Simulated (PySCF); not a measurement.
**Structure from NMR data**

An unknown has the formula C3H4. Its calculated NMR data are:

1H NMR (300 MHz, computed): δ 7.32 (t, J = 2.1 Hz, 2H), 1.03 (t, J = 2.1 Hz, 2H).

13C{1H} NMR (computed): δ 118.8 (CH, 2C), 4.6 (CH2).

PySCF calculation with GIAO PBE0/pcSseg-1 shieldings, geometry: GFN2-xTB and B3LYP/pcJ-1 coupling constants; relativity neglected, one averaged value for each set of equivalent atoms, in vacuum, one conformer.

References, each an isolated molecule treated in the same way: 1H (σref 31.72), 13C (σref 186.93) vs TMS.

What is the structure?

Results:


1. Rings plus π bonds: 2 (1 ring in the answer).
2. 2 carbon signals for 3 carbons: some carbons are equivalent by symmetry or fast rotation.
3. Carbon types of the structure: 2 × CH, 1 × CH2, which accounts for all hydrogens.
4. δC 118.8: alkene CH; an sp2 carbon of a C=C bond.
5. δC 4.6: three-membered-ring carbon; carbons of three-membered rings are unusually shielded.
6. δH 7.32: hydrogen on an alkene CH; olefinic region.
7. δH 1.03: hydrogen on a three-membered-ring carbon; cyclopropane-type protons are shielded by the ring.

These data were computed for `C1=CC1`.

Multiplet labels drop couplings under 1 Hz and merge nearly equal ones. Unscaled 3J(H,H) at this level run about 10 % above measured values. Shifts are as computed. Against solution values, carbons near 30 ppm lie about +3 ppm off and those near 130 ppm about +5 ppm. Of 1211 compounds with measured shifts, 218 miss one by over three times the rms of a fit or turn the order of signals round; such compounds aren't used in these exercises.
